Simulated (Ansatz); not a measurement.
## Worked example: correlation energy of SiH$_{4}$⁺, doublet

All five atoms lie in one plane.

Geometry: a point of a stretch scan, not a stationary point.

```yaml
atoms:
  - { symbol: Si, position_ang: [-0.0001, -0.0042, 0.0042] }
  - { symbol: H, position_ang: [-0.0112, 1.0867, 1.0880] }
  - { symbol: H, position_ang: [-0.0148, -0.9550, 0.9611] }
  - { symbol: H, position_ang: [0.0168, 1.0797, -1.0865] }
  - { symbol: H, position_ang: [0.0111, -1.0950, -1.0796] }
```

Basis 6-31G; Ansatz 0.2.0. Correlated methods freeze the noble-gas cores, which leaves 7 electrons in 16 orbitals. Prefix R: restricted or restricted open-shell reference; prefix U: unrestricted.

Full CI is exact within this basis and frozen core; it isn't the basis-set limit. The frozen core follows each run's orbitals, which can shift R against U totals by a few meV.

Runs differ by some tens of microhartree through their thresholds and, for an open shell, their frozen cores, so steps under 0.1 kcal/mol mean nothing.

| level | total energy (hartree) |
| --- | --- |
| UHF | -290.715298 |
| UMP2 | -290.764056 |
| UCCSD | -290.788329 |
| UCCSD(T) | -290.789293 |
| UCCSDT | -290.789807 |
| UCCSDT(Q) | -290.789822 |
| UCCSDTQ | -290.789824 |
| full CI | -290.789823 |

Task: What is the correlation energy at full CI, and what share of it do UMP2 and UCCSD(T) recover?

Result: E(corr) = -290.789823 − (-290.715298) = -0.074525 hartree = -2.028 eV. UMP2: -0.048758 / -0.074525 = 65.43 %. UCCSD(T): -0.073995 / -0.074525 = 99.29 %.

Task: By how many kcal/mol does UCCSD(T) miss full CI (1 hartree = 627.509 kcal/mol), and which steps make up the rest?

Result: -290.789293 − (-290.789823) = 0.000530 hartree = 0.33 kcal/mol. Steps: UCCSDT − UCCSD(T) = -0.32, UCCSDT(Q) − UCCSDT = -0.01, UCCSDTQ − UCCSDT(Q) = 0.00, full CI − UCCSDTQ = 0.00 kcal/mol. That is within 1 kcal/mol of the reference in this basis, which itself misses far more of the correlation at the basis-set limit.
